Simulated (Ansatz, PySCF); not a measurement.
System: NH, charge 0, triplet. NH (SMILES [NH], triplet).
B3LYP-D3(BJ)/def2-TZVP minimum from Ansatz (an electronic-structure program):
```
N
H 1 1.0419
```
Charge 0, spin multiplicity 3.

Total energies in hartree (Ansatz). Radicals and triplets start from unrestricted determinants; spin-orbit coupling is neglected. Correlated methods leave the cores frozen. No relativity. Where a partner has so few electrons that a lower coupled-cluster level is exact, that level stands in.

| species | HF/cc-pVTZ | CCSD(T)/cc-pVTZ | HF/cc-pVQZ | CCSD(T)/cc-pVQZ | CCSD(T)/cc-pV5Z | CCSDT(Q)/cc-pV5Z |
|---|---|---|---|---|---|---|
| 1: NH (SMILES [NH], triplet) | -54.98107 | -55.14068 | -54.98497 | -55.15456 | -55.15895 | -55.15950 |
| 2: N (quartet) | -54.40069 | -54.51471 | -54.40372 | -54.52482 | -54.52794 | -54.52831 |
| 3: H (doublet) | -0.49981 | -0.49981 | -0.49995 | -0.49995 | -0.49999 | -0.49999 |

Problem. Work out the enthalpy of formation at 298 K (by atomisation, with ideal-gas terms from PySCF's Hessian at B3LYP-D3(BJ)/def2-TZVP and the atoms' measured values of the G2/97 table; no spin-orbit terms) in kcal/mol: take Hartree-Fock from cc-pVQZ, extrapolate the CCSD(T) correlation energy as X^-3 (X = 3, 4), and add CCSDT(Q) - CCSD(T) in cc-pV5Z. The further terms named in the bracket sum to +0.26903 hartree. 1 hartree = 627.51 kcal/mol.

Solution. 
Species 1: correlation (64·(-0.16959) - 27·(-0.15961))/37 = -0.17687; step -0.00055; E1 = -54.98497 + (-0.17687) + (-0.00055) = -55.16239
Species 2: correlation (64·(-0.12110) - 27·(-0.11402))/37 = -0.12627; step -0.00037; E2 = -54.40372 + (-0.12627) + (-0.00037) = -54.53036
Species 3: correlation (64·(0.00000) - 27·(0.00000))/37 = 0.00000; step +0.00000; E3 = -0.49995 + (0.00000) + (+0.00000) = -0.49995
+1·E1 -1·E2 -1·E3 +0.26903 = 0.13695 hartree = 85.9 kcal/mol. Measured: 85.2 kcal/mol, 356.5 kJ/mol (G2/97 table in ASE (Curtiss et al.)). The composite differs from it by +0.7 kcal/mol; core, relativistic and spin-orbit terms are not in it.
